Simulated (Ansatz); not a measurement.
**Aluminium, fcc: convergence with Gaussian smearing**

Computed with Ansatz, LDA, scalar-relativistic PAW, on the relaxed cell (a = 3.983 Å; spin not included). Errors count from a run at 420 eV on a Γ-centred 22×22×22 mesh with Fermi-Dirac smearing of 0.1 eV, extrapolated to zero width. Fixed here: cutoff 420 eV, mesh 14×14×14. The SCF starts from atomic densities corrected by a trained network.

| width (eV) | E(σ→0) error (meV/atom) | F error (meV/atom) | P (GPa) | SCF iterations |
| --- | --- | --- | --- | --- |
| 0.01 | 8.7 | 8.6 | -0.20 | 6 |
| 0.03 | 8.6 | 8.5 | -0.21 | 6 |
| 0.1 | 8.8 | 7.6 | -0.22 | 6 |
| 0.2 | 8.7 | 4.0 | -0.15 | 6 |
| 0.3 | 8.5 | -1.9 | -0.05 | 6 |
| 0.6 | 6.6 | -31.5 | 0.28 | 6 |
| 1.0 | 2.8 | -96.6 | 0.76 | 6 |
